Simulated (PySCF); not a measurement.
Geometry:
```tsv
atom	x (Å)	y (Å)	z (Å)
C1	-2.160	0.520	-0.093
C2	-0.931	0.308	0.791
C3	0.140	-0.460	0.068
C4	1.317	0.039	-0.220
C5	2.654	-0.023	-0.784
C6	2.303	1.106	-0.192
H7	-2.570	-0.437	-0.407
H8	-1.893	1.087	-0.982
H9	-2.931	1.065	0.448
H10	-0.535	1.275	1.106
H11	-1.231	-0.243	1.688
H12	-0.113	-1.466	-0.239
H13	3.390	-0.587	-1.305
H14	2.558	2.097	0.099
```

Geometry: GFN2-xTB; GIAO shifts from PySCF, gas phase, non-relativistic, averaged over equivalent atoms.

At KT3/MINI (38 basis functions, 7 s wall time on 1 thread of an Arm Neoverse N1, shared host):
| atoms | δ (ppm) |
| --- | --- |
| C5 | 111.7 |
| C6 | 111.5 |
| C4 | 78.2 |
| C3 | 69.2 |
| C2 | 26.9 |
| C1 | 21.5 |
| H13 | 8.59 |
| H14 | 8.57 |
| H12 | 4.42 |
| H10/H11 | 2.00 |
| H7/H8/H9 | 1.00 |

Scale: ¹³C (218.49 ppm) and ¹H (30.58 ppm) vs TMS (reference shieldings calculated alike).

Task: Estimate the result of repeating the calculation with PBE0/ANO-RCC-VDZP.

Result: 
| atoms | δ at PBE0/ANO-RCC-VDZP | change |
| --- | --- | --- |
| C5 | 135.6 | +23.9 |
| C6 | 135.4 | +23.9 |
| C4 | 110.7 | +32.5 |
| C3 | 79.2 | +10.0 |
| C2 | 29.0 | +2.1 |
| C1 | 18.6 | -2.9 |
| H13 | 8.75 | +0.16 |
| H14 | 8.80 | +0.23 |
| H12 | 4.38 | -0.04 |
| H10/H11 | 2.14 | +0.14 |
| H7/H8/H9 | 0.92 | -0.08 |

References, each an isolated molecule treated in the same way: ¹³C (190.39 ppm) and ¹H (31.76 ppm) vs TMS.

The largest change is at C4 (fully substituted alkene carbon). Cost: 124 basis functions, 38 s wall time on 1 thread of an Arm Neoverse N1, shared host. The order of the carbon signals is the same at both levels.
